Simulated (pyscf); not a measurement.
GeH₃• (SMILES [GeH3]) + SiH₄ (SMILES [SiH4]) -> H₃Si–GeH₃ (SMILES [SiH3][GeH3]) + H• (SMILES [H]) (substitution at Si; doublet surface; H–Si broken, Ge–Si formed). Structures and frequencies: ωB97X-D3(BJ)/def2-SVP in PySCF. MP2 and CC: frozen core, UHF for open shells. ΔMP2 is the change of the MP2 total energy from the triple- to the quadruple-zeta basis. Rate constants from transition-state theory, CCSD(T)/def2-TZVPP + ΔMP2(QZVPP) energies (ideal gas, 1 atm, RRHO with modes under 100 cm⁻¹ raised to 100, one conformer, R ln 2 for chiral ones without a mode under 150 cm⁻¹; no tunnelling), k in cm³ molecule⁻¹ s⁻¹.

```csv
T (K),1000/T,log10 k
298,3.354,-29.46
600,1.667,-20.45
900,1.111,-17.19
1200,0.833,?
```

Q: Fit an Arrhenius line to the three values, give the activation energy, and predict k at 1200 K.

A: Least squares gives log10 k = -11.25 − 5.44 × 1000/T, so Ea = 5.44 × ln 10 × 1.987 = 24.9 kcal/mol, against an electronic barrier of 24.6. At 1200 K the line gives -15.78; the computed value is -15.43 (ΔG‡ = 55.1 kcal/mol), a factor 2.3 over the line, since the plot is curved. This is the saddle that the search found; another between the same sides may lie lower. The angle at the attacked Si is 180°. The CCSD(T) − MP2 part came from Ansatz, without density fitting, on the same reference. The frozen core leaves the outer d or s,p core shells of the metals and heavy elements correlated in the MP2 and CC values, and def2-TZVPP describes them poorly, which can shift differences by a few kcal/mol. Elements up to Kr have no core potential and no relativistic terms here.
